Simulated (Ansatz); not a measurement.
Born–Oppenheimer molecular dynamics of C3H5ClOS (11 atoms, charge 0, multiplicity 1). It goes on from the last frame of an earlier run, with new velocities.

Computed with RKS PBE-D4/STO-3G (Ansatz).

```
ensemble        : NVT, Langevin thermostat
time step       : 1 fs
steps asked     : 400
set temperature : 100 K
friction        : 0.05 /fs
seed            : 965562
```

First frame:

```xyz
11
Properties=species:S:1:pos:R:3
C -0.790 -0.982 1.665
S 0.613 0.132 1.074
C 0.104 0.109 -0.664
O -0.873 -0.547 -1.128
C 0.958 1.097 -1.527
Cl 0.106 2.621 -1.232
H -0.816 -1.244 2.781
H -0.796 -1.824 1.011
H -1.839 -0.443 1.481
H 1.997 1.008 -1.349
H 0.963 0.869 -2.632
```

(1) How far do the bonds stretch over the last three quarters of this one trajectory? (Pairs bonded in most of those frames.)

## Answers

(1) 
```csv
bond,mean (Å),spread (Å),shortest,longest
C1–S2,1.829,0.015,1.78,1.86
C1–H7,1.106,0.018,1.07,1.15
C1–H8,1.108,0.014,1.08,1.14
C1–H9,1.109,0.013,1.07,1.15
S2–C3,1.813,0.020,1.76,1.87
C3–O4,1.264,0.010,1.23,1.29
C3–C5,1.572,0.021,1.51,1.61
C5–Cl6,1.857,0.020,1.81,1.91
C5–H10,1.114,0.014,1.08,1.15
C5–H11,1.113,0.016,1.08,1.15
```

Mean temperature of the second half: 101 K. A run of 0.4 ps of so small a system gives no equilibrium averages. Limits of this set-up: minimal basis.

Time of the run: 13 min on 1 thread of Arm Neoverse V2, on a shared host, peak memory 0.088 GiB.
